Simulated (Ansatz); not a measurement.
A calculation with Ansatz (development build ahead of 0.2.0).

```yaml
crystal:
  periodic: [false, false, false]
  atoms:
    - { symbol: C, position_ang: [-0.00017, 9.0e-05, 0.00433] }
    - { symbol: H, position_ang: [1.09238, -0.00089, -0.00144] }
    - { symbol: H, position_ang: [-0.54685, 0.94532, -0.00144] }
    - { symbol: H, position_ang: [-0.54536, -0.94453, -0.00144] }
basis:
  gaussian: { orbitals: cc-pVDZ }
magnetization:
  spin_polarized: true
  initial_magnetization: 1
hamiltonian:
  xc: hf
correlation:
  method: mp2
  frozen_orbitals: { C: 1, H: 0 }
```

The input is written out in the form of the current development build from the run's settings.

The run gave:

```
Converged                       : yes
Reference energy                : -39.56358 hartree
Correlation energy              : -0.12705 hartree
Total energy                    : -39.69063 hartree
Spin squared of the determinant : 0.762
```
